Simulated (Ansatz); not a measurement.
# C3H8FNS: the cost of one run

Method: RHF/def2-SVP, in Ansatz 0.2.0.

1 further run of the same task is left out (it didn't finish).

### Step 1. The structure to begin with

Bond lengths: C1–S2 1.846 Å, S2–C3 1.782 Å, C3–C4 1.587 Å, C3–N5 1.437 Å, C3–F6 1.355 Å, C1–H7 1.092 Å, C1–H8 1.043 Å, C1–H9 1.059 Å, C4–H10 1.104 Å, C4–H11 1.148 Å, C4–H12 1.043 Å, N5–H13 1.050 Å, N5–H14 0.994 Å. Angles (14 of 22 angles, heavy atoms first): C1–S2–C3 97.9°, S2–C3–C4 113.6°, S2–C3–N5 110.7°, S2–C3–F6 112.2°, C4–C3–N5 109.2°, C4–C3–F6 105.3°, N5–C3–F6 105.4°, S2–C1–H7 105.4°, S2–C1–H8 110.8°, S2–C1–H9 106.6°, C3–C4–H10 109.1°, C3–C4–H11 108.0°, C3–C4–H12 113.9°, C3–N5–H13 108.7°.

Coordinates:

```xyz
14

C    -1.2910   -1.6381   -0.8387
S    -1.5390    0.0212   -0.0691
C     0.1486    0.5874   -0.1572
C     1.0580    0.0662    1.0346
N     0.2001    2.0224   -0.1993
F     0.7694    0.1717   -1.2874
H    -2.2798   -2.1010   -0.8553
H    -0.5927   -2.1954   -0.3014
H    -0.9989   -1.4656   -1.8424
H     1.0317   -1.0376    1.0527
H     0.5651    0.3821    2.0223
H     2.0426    0.4078    0.9960
H    -0.2661    2.4011    0.6620
H     1.1390    2.3486   -0.1881
```

### Step 2. End point A

The input, input.yaml:

```yaml
crystal:
  periodic: [false, false, false]
  atoms:
    - { symbol: C, position_ang: [-1.291, -1.6381, -0.8387] }
    - { symbol: S, position_ang: [-1.539, 0.0212, -0.0691] }
    - { symbol: C, position_ang: [0.1486, 0.5874, -0.1572] }
    - { symbol: C, position_ang: [1.058, 0.0662, 1.0346] }
    - { symbol: "N", position_ang: [0.2001, 2.0224, -0.1993] }
    - { symbol: F, position_ang: [0.7694, 0.1717, -1.2874] }
    - { symbol: H, position_ang: [-2.2798, -2.101, -0.8553] }
    - { symbol: H, position_ang: [-0.5927, -2.1954, -0.3014] }
    - { symbol: H, position_ang: [-0.9989, -1.4656, -1.8424] }
    - { symbol: H, position_ang: [1.0317, -1.0376, 1.0527] }
    - { symbol: H, position_ang: [0.5651, 0.3821, 2.0223] }
    - { symbol: H, position_ang: [2.0426, 0.4078, 0.996] }
    - { symbol: H, position_ang: [-0.2661, 2.4011, 0.662] }
    - { symbol: H, position_ang: [1.139, 2.3486, -0.1881] }
basis:
  gaussian: { orbitals: def2-SVP }
hamiltonian:
  xc: hf
relax:
  f_tol: 0.015
  max_steps: 40
```

Started as:

```bash
$ ansatz run input.yaml --threads 2 --pin off --max-ram 3072MiB --backend cpu --events-out ev --progress --plain --runs-dir out
```

What time and memory should one allow on 2 threads of Arm Neoverse V2, shared host?

About 56 s, with a peak of 0.3 GiB.
